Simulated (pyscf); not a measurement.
Single points on ωB97X-D3(BJ)/def2-SVP structures (PySCF, gas phase).

Problem. Estimate the classical barrier height and the reaction energy of H₃Si–PH₂ + water (H₂O) → HO–SiH₂–PH₂ + hydrogen (H₂) at ωB97M-D3(BJ)/def2-TZVP. The step runs on the singlet surface, breaks H–Si, H–O and forms O–Si, H–H; take the separated reactants as zero.

Solution. ΔE‡ = 34.2 kcal/mol, ΔE = -16.3 kcal/mol. Zero-point energy shifts the barrier by -0.3 kcal/mol. It is a four-centre exchange, with an imaginary mode of 1282i cm⁻¹. This is the saddle that the search found; another between the same sides may lie lower.
